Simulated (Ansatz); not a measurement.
## Structure relaxation of CaC

These are results of Ansatz, DFT PBE, scalar-relativistic, plane waves, PAW, not measurements. Cutoff 420 eV, Γ-centred k mesh, Gaussian smearing, no spin polarisation in the final step.

The start puts CaC on the sites of a reported ScGa cell (Cmcm, No. 63), with Ca in place of Sc, C in place of Ga, at a guessed volume.

```yaml
crystal:
  lattice:
    - [1.99084, -5.05134, 0.00000]
    - [1.99084, 5.05134, 0.00000]
    - [0.00000, 0.00000, 3.85595]
  atoms:
    - { symbol: Ca, position: [0.86200, 0.13800, 0.75000] }
    - { symbol: Ca, position: [0.13800, 0.86200, 0.25000] }
    - { symbol: C, position: [0.58300, 0.41700, 0.75000] }
    - { symbol: C, position: [0.41700, 0.58300, 0.25000] }
```

Cell and atoms relax at zero pressure; the relaxation can't lower the symmetry of the start. After a coarse first stage the cell is made exact in the group found at 0.06 Å.

Formation energies are uncorrected and refer to the elements' standard structures at the same level.

(1) What does it relax into?

(2) What are its volume, energy, density and gap?

## Answers

(1) It keeps Cmcm (No. 63), but not the shape of the type it started on. Conventional cell: a = 3.415 Å, b = 13.877 Å, c = 2.763 Å. Ca is coordinated by 6 C at 2.57–2.65 Å and 2 Ca at 2.76 Å; around C lie 2 C at 1.55 Å.

```
Ca C
1.0
     1.70771   -6.93870    0.00000
     1.70771    6.93870    0.00000
     0.00000    0.00000    2.76296
Ca C
2 2
Direct
  0.87912 0.12088 0.25000
  0.12088 0.87912 0.75000
  0.52541 0.47459 0.25000
  0.47459 0.52541 0.75000
```

(2) The volume per atom is 16.37 Å³. The density is 2.64 g/cm³, the energy over the elements is 0.24 eV/atom and the gap on the 14×14×16 mesh is 0 eV (a metal).

The final run used a 14×14×16 mesh on its 4-atom cell and 0.10 eV smearing. For metals, differences of a few meV/atom aren't resolved. A structure relaxed within its symmetry needn't be a true minimum.

Cost: 4 runs of about 3 core-minutes in all, on Intel Xeon Platinum 8488C (Sapphire Rapids) (shared hosts).